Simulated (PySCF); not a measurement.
# F2HS: the cost of one run

Computed with PySCF 2.14.0; each step states its level. No surroundings beyond the atoms listed, unless a continuum is named. Atoms count from 0, parts from 1.

## Step 1: The system as given

4 atoms, charge -1, multiplicity 1; geometry: GFN2-xTB. Parts: 1 = atoms 0–2, `FSF`, charge 0; 2 = atom 3, `[H-]`, charge -1. In the given geometry H3 is bonded to S1 (1.32 Å), so values for the parts refer to these atom groups.

## Step 2: Geometry optimisation at PBE0-D3(BJ)/def2-SVPD

The job: settings as JSON, then the geometry in Å.

```
{"job": {"xc": "PBE0", "basis": "def2-SVPD", "d3": "d3bj", "grid": 2, "kind": "geom", "shake": 0.01}, "charge": -1, "multiplicity": 1, "parts": [{"atoms": "0-2", "charge": 0, "multiplicity": 1}, {"atoms": "3-3", "charge": -1, "multiplicity": 1}]}
F     -1.385480    -1.058546    -0.128103
S      0.110739    -0.017165     0.160165
F      1.522581     1.020749     0.734521
H     -0.269126     0.053403     1.421892
```

Run with:

```bash
$ OMP_NUM_THREADS=1 python cluster_run.py task.json out
```

The driver reads the jobs from task.json and runs them one after another.

**Question.** How long does this first job take on 1 thread of Arm Neoverse V1, shared host, and how much memory does it need?

About 6.9 s, with a peak of 0.35 GiB.
